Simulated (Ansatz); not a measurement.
**Borazine (B₃N₃H₆): taking an electron away**

One table from this session's results is given with a row withheld; the runs are named, their logs left out.

The runs use Ansatz 0.2.0, Gaussian basis; unrestricted cation, the program's frozen cores in correlated methods.

Plan: UKS PBE-D4/def2-TZVPP; UKS r2SCAN-D4/def2-TZVPP; UKS PBE0-D4/def2-TZVPP; UKS B3LYP-D4/def2-TZVPP; UKS wB97X-V/def2-TZVPP; UKS wB97M-V/def2-TZVPP; UKS B2PLYP/def2-TZVPP; UHF-CCSD(T)/def2-TZVPP; UHF-MP2/def2-QZVPP; extrapolation to the limit; then −ε(HOMO) from the neutral's earlier runs with LDA (SPW92), PBE-D4, revPBE-D4, BLYP-D4, r2SCAN-D4, B97M-V, PBE0-D4, B3LYP-D4, r2SCANh-D4, r2SCAN0-D4, HSE06-D4, BHLYP-D4, CAM-B3LYP-D4, LC-ωPBE, ωB97X-V, ωB97M-V.

**The geometry**

An earlier PBE0-D4 in a triple-zeta def2 set relaxation fixed the geometry.

12 atoms, charge 0, spin multiplicity 1.

Atoms are counted from 1 here; the program's logs count them from 0.

Bond lengths: B1–N2 1.425 Å, B1–N6 1.425 Å, B1–H7 1.197 Å, N2–B3 1.425 Å, N2–H8 1.006 Å, B3–N4 1.425 Å, B3–H9 1.197 Å, N4–B5 1.425 Å, N4–H10 1.006 Å, B5–N6 1.425 Å, B5–H11 1.197 Å, N6–H12 1.006 Å. Angles: N2–B1–N6 117.1°, N2–B1–H7 121.4°, N6–B1–H7 121.4°, B1–N2–B3 122.9°, B1–N2–H8 118.6°, B3–N2–H8 118.6°, N2–B3–N4 117.1°, N2–B3–H9 121.4°, N4–B3–H9 121.4°, B3–N4–B5 122.9°, B3–N4–H10 118.6°, B5–N4–H10 118.6°, N4–B5–N6 117.1°, N4–B5–H11 121.4°, N6–B5–H11 121.4°, B1–N6–B5 122.9°, B1–N6–H12 118.6°, B5–N6–H12 118.6°.

Set-up of the first run:

The input, in.yaml:

```yaml
crystal:
  periodic: [false, false, false]
  atoms:
    - {symbol: B, position_ang: [-0.725589, -1.223232, 0.253643]}
    - {symbol: N, position_ang: [0.524172, -0.956613, 0.883313]}
    - {symbol: B, position_ang: [1.265111, 0.238618, 0.655503]}
    - {symbol: N, position_ang: [0.704958, 1.188451, -0.246434]}
    - {symbol: B, position_ang: [-0.539519, 0.984618, -0.909151]}
    - {symbol: N, position_ang: [-1.229157, -0.231814, -0.636832]}
    - {symbol: H, position_ang: [-1.326893, -2.236959, 0.463839]}
    - {symbol: H, position_ang: [0.899845, -1.642237, 1.516363]}
    - {symbol: H, position_ang: [2.313564, 0.436334, 1.198685]}
    - {symbol: H, position_ang: [1.210211, 2.040203, -0.423075]}
    - {symbol: H, position_ang: [-0.986623, 1.800589, -1.662597]}
    - {symbol: H, position_ang: [-2.110080, -0.397958, -1.093267]}
basis:
  gaussian: {orbitals: def2-TZVPP}
total_charge: 1
magnetization: {spin_polarized: true, initial_magnetization: 1}
hamiltonian: {xc: pbe, dispersion: d4}
```

Launch:

```console
> ansatz run in.yaml --threads 2 --pin off --events-out ev --progress --plain --max-ram 32768MiB --backend cpu
```

Steps of the session up to this table: Cation, UKS PBE-D4/def2-TZVPP; Cation, UKS r2SCAN-D4/def2-TZVPP; Cation, UKS PBE0-D4/def2-TZVPP; Cation, UKS B3LYP-D4/def2-TZVPP; Cation, UKS wB97X-V/def2-TZVPP; Cation, UKS wB97M-V/def2-TZVPP; Cation, UKS B2PLYP (frozen core)/def2-TZVPP; Cation, UHF-CCSD(T)/def2-TZVPP; Cation, UHF-MP2/def2-QZVPP.

One of the session's tables, all rows but one given; the rest of the session is left out.

It belongs to the step «Ionisation energies side by side». For comparison, −ε(HOMO) of the neutral from earlier runs:

```
  functional  −ε(HOMO) (eV)
 LDA (SPW92)           7.12
      PBE-D4           6.91
   revPBE-D4           6.84
     BLYP-D4           6.74
   r2SCAN-D4           7.14
      B97M-V           7.20
     PBE0-D4           8.15
    B3LYP-D4           7.90
  r2SCANh-D4           7.61
  r2SCAN0-D4           8.33
    HSE06-D4           7.75
    BHLYP-D4           9.28
CAM-B3LYP-D4              ?
     LC-ωPBE          10.92
     ωB97X-V          10.53
     ωB97M-V          10.46
```

Q: Estimate the row for CAM-B3LYP-D4 from the others.

As computed: −ε(HOMO) (eV): 9.51. In the column «−ε(HOMO) (eV)» it lies between BHLYP-D4 (9.28) and ωB97M-V (10.46).
